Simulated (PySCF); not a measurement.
diphosphorus anion (P2), SMILES P#P (connectivity only; charge and spin as stated), charge -1, multiplicity 2. Geometry optimised at PBE-D3(BJ)/def2-TZVPD. The multiplicity is an assumed one; other spin states were not compared.

All values below come from PBE-D3(BJ)/def2-TZVPD (PySCF).

Harmonic wavenumbers (cm⁻¹): 663. Rotational constants (GHz): 8.253 (linear); symmetry number 2.

Question: Work out the zero-point energy and the ideal-gas rigid-rotor harmonic-oscillator thermochemistry at 298.15 K and 1 atm.

Answer: ZPE = ½ Σ hcν = ½ × 663 cm⁻¹ = 3.97 kJ/mol. H − E(el) = 12.98 kJ/mol. Entropy in J/(mol K): translation 160.21, rotation 57.62, vibration 1.48, spin 5.76, total 225.07. G − E(el) = -54.13 kJ/mol. Cp = 32.87 J/(mol K).
